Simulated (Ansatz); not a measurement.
System: rutile TiO₂. Method: r²SCAN+rVV10 (plane waves, PAW; Ansatz, an electronic-structure program).

Settings: plane-wave cutoff 560 eV, 8×8×12 k mesh (along the axes of the cell as run), Fermi–Dirac smearing 0.01 eV, no spin polarisation, scalar-relativistic PAW data made under PBE.

The cell is scaled about its equilibrium volume:

Shape and atoms are relaxed at each volume.

```
V (Å³/atom)  P (GPa)  direct gap at Γ (eV)  c (Å)  a (Å)
-----------  -------  --------------------  -----  -----
9.923          10.67                 2.277  2.927  4.510
10.130          5.02                 2.245  2.940  4.547
10.336          0.00                 2.219  2.951  4.584
10.543         -4.44                 2.200  2.962  4.621
10.750         -8.35                 2.190  2.972  4.659
```

The gap at Γ does not follow one straight line over these volumes.

Note: the bulk modulus comes from volumes at which shape and atoms were relaxed.
